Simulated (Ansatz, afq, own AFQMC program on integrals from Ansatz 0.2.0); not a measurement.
## BNH, doublet in 6-31G, levels against full CI

```xyz
3

B     0.0000    0.0000    0.0439
N     0.0000    0.0000   -1.2617
H     0.0000    0.0000    1.2178
```

Connectivity, by distances: BH–N.

Basis 6-31G. Only valence electrons are correlated. Integrals, coupled cluster, full CI and functionals: Ansatz 0.2.0; the random walks run on the same integrals in our own AFQMC program. ph-AFQMC/CISD is guided by a CISD state made of CCSD amplitudes; releasing the constraint for a short imaginary time cuts its bias at the price of noise, slowly where states lie close. ± is one standard error of the sampling.

Determinant: ROHF, the one that the program's search chose, which needn't be the lowest solution. The geometry is a point of a scan.

Full CI on the same integrals is exact in this basis and with this determinant's frozen core.

Cautions: the ph-AFQMC/HF walk drifts between its halves (2.2 errors).

```
T1 diagnostic                               : 0.0230
weight of the determinant in the CISD state : 0.911
size of the correlated space                : 9 electrons in 18 orbitals
```

Reference: full CI, correlation energy -4.393 eV. The released energy is read at 2.40 1/Eh (meV from the phaseless value at times in 1/Eh: -2 ± 3 at 0.24, -11 ± 3 at 0.51, -15 ± 3 at 0.99, -13 ± 4 at 1.62, -18 ± 4 at 2.40).

| level | E − E(reference) (kcal/mol) | share of correlation (%) |
| --- | --- | --- |
| HF | 101.30 | 0.00 |
| MP2 | 14.17 | 86.02 |
| CCSD | 3.82 | 96.23 |
| CCSD(T) | 0.84 | 99.17 |
| CCSDT | 0.32 | 99.69 |
| CCSDT(Q) | 0.02 | 99.98 |
| CCSDTQ | 0.02 | 99.98 |
| ph-AFQMC/HF | 1.29 ± 0.56 | 98.73 |
| ph-AFQMC/CISD | 0.46 ± 0.07 | 99.55 |
| released AFQMC | 0.06 ± 0.09 | 99.95 |

CCSDT and higher add their correlation energy to the determinant of the CCSD(T) run, since their own runs factorise the integrals more tightly (a shift of under 2 meV). A walk keeps the symmetry of its determinant, which the program's search chose and which needn't be the lowest solution, so a lower state of the same spin and another symmetry isn't excluded. Released energies are given only where the last usable release times agree within the noise; a slower fall can still hide under it.
